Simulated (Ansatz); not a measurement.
C3H6, SMILES `C[C]C` (near-degenerate singlet) (charge 0, multiplicity 1). This singlet lies within 0.05 eV of the relaxed triplet at the level frozen-core CCSD(T)/cc-pVTZ // B3LYP-D3(BJ)/def2-TZVP (Ansatz, a quantum-chemistry and plane-wave program).

Computed with Ansatz with frozen-core CCSD(T)/cc-pVTZ // B3LYP-D3(BJ)/def2-TZVP.

Ansatz 0.2 input:
```yaml
crystal:
  periodic: [false, false, false]
  atoms:
    - { symbol: C, position_ang: [-1.20874, -0.152873, -0.05066] }
    - { symbol: C, position_ang: [-0.049781, 0.431115, -0.732243] }
    - { symbol: C, position_ang: [1.204593, 0.190716, -0.013078] }
    - { symbol: H, position_ang: [-1.562195, 0.739654, 0.501841] }
    - { symbol: H, position_ang: [-1.021538, -0.936275, 0.701727] }
    - { symbol: H, position_ang: [-2.031805, -0.419887, -0.714472] }
    - { symbol: H, position_ang: [1.556343, -0.7063, -0.559502] }
    - { symbol: H, position_ang: [1.972047, 0.946504, -0.183794] }
    - { symbol: H, position_ang: [1.141078, -0.092655, 1.050181] }
basis:
  gaussian: { orbitals: cc-pVTZ }
correlation:
  method: ccsd_t
```

Output:

```
Functional definition: HF
973 factors; integrals over basis functions are off by at most 1.0e-3 eV
mean field evaluation 1: about -3181.6030 eV, gradient 2.9e1 eV
mean field evaluation 2: about -3181.6028 eV, gradient 2.9e1 eV
mean field evaluation 4: about -3184.1364 eV, gradient 3.1e0 eV
mean field evaluation 8: about -3184.1899 eV, gradient 1.5e-1 eV
mean field evaluation 16: about -3184.1907 eV, gradient 5.5e-1 eV
mean field -3184.19007052 eV, -117.0168267699 hartree, gradient 7.4e-6 eV, S^2 0.000000; 0 other end points of the search recorded, 0 dependent functions left out; unrestricted orbitals would lower it
3 core orbitals not correlated
reference -3184.19007052 eV, -117.0168267699 hartree; 9, 9 occupied and 162, 162 virtual orbitals, 973 factors
second order -13.38279560 eV of doubles, -0.00000000 eV of singles
cycle   1  -14.08798515 eV  change   -7.1e-1 eV  update   7.9e-2
cycle   2  -14.45814239 eV  change   -3.7e-1 eV  update   2.6e-2
cycle   3  -14.53081388 eV  change   -7.3e-2 eV  update   1.4e-2
cycle   4  -14.52588234 eV  change    4.9e-3 eV  update   5.4e-3
cycle   5  -14.52614022 eV  change   -2.6e-4 eV  update   2.2e-3
cycle   6  -14.52674015 eV  change   -6.0e-4 eV  update   8.4e-4
cycle   7  -14.52673164 eV  change    8.5e-6 eV  update   3.0e-4
cycle   8  -14.52686353 eV  change   -1.3e-4 eV  update   1.2e-4
cycle   9  -14.52689675 eV  change   -3.3e-5 eV  update   4.0e-5
cycle  10  -14.52688771 eV  change    9.0e-6 eV  update   1.4e-5
perturbative correction -0.57125194 eV, -0.0209931216 hartree
Total energy: -3199.28821017 eV, -117.5716731682 hartree
```
